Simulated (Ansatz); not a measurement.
# BH− (quartet): RPA-PBE over a scan of the distance B1–H2, aug-cc-pVDZ

Aim: run BH− (quartet) with these functionals over a scan of the distance B1–H2, and hold them against the top wave-function level at the same points.

Program: Ansatz 0.2.0, Gaussian basis. Level of theory: aug-cc-pVDZ, all electrons in the functionals, frozen cores in the correlation of double hybrids and RPA. These are calculated values, not measurements.

To be run: RPA-PBE, at 0.977 Å; 1.069 Å; 1.206 Å; 1.352 Å; 1.485 Å; 1.651 Å; 1.910 Å; 2.262 Å; 2.601 Å; 3.204 Å; 4.202 Å.

### Step 1. The geometry

The geometry derives from a PBE0/def2-TZVPD stationary point (not a proven minimum). One bond is set to the value named and the two fragments are kept rigid.

2 atoms, charge -1, spin multiplicity 4.

Atoms are counted from 1 here; the program's logs count them from 0.

Bond lengths: B1–H2 1.206 Å.

No dispersion term is added.

The geometry shown and the zero of energy belong to the point 1.206 Å. The yardstick, FCI, and other wave-function levels (R restricted, U unrestricted, valence and pair active spaces) come from earlier runs.

### Step 2. RPA-PBE, 0.977 Å

The input, in.yaml:

```yaml
crystal:
  periodic: [false, false, false]
  atoms:
    - {symbol: B, position_ang: [0.000000, 0.000000, 0.000000]}
    - {symbol: H, position_ang: [0.000000, 0.000000, 0.977000]}
basis:
  gaussian: {orbitals: aug-cc-pVDZ}
total_charge: -1
magnetization: {spin_polarized: true, initial_magnetization: 3}
hamiltonian: {xc: {name: PBE}}
correlation: {method: rpa, electrons: outside_noble_gas}
```

Run with:

```sh
> ansatz run in.yaml --threads 1 --pin off --events-out ev --progress --plain --max-ram 2393MiB
```

Further steps of the session: RPA-PBE, 1.069 Å; RPA-PBE, 1.206 Å; RPA-PBE, 1.352 Å; RPA-PBE, 1.485 Å; RPA-PBE, 1.651 Å; RPA-PBE, 1.910 Å; RPA-PBE, 2.262 Å; RPA-PBE, 2.601 Å; RPA-PBE, 3.204 Å; RPA-PBE, 4.202 Å.

**Question.** What will the summary of the whole plan be? Wanted: span of the FCI curve; largest miss, RPA-PBE.

As calculated:

| quantity | value |
| --- | --- |
| span of the FCI curve | 57.2 kcal/mol |
| largest miss, RPA-PBE | -6.1 kcal/mol (4.202 Å) |

What this shows: RPA-PBE strays by up to 6.1 kcal/mol, at 4.202 Å. Functionals and the yardstick converge differently with the basis, so part of each miss in aug-cc-pVDZ is the basis.
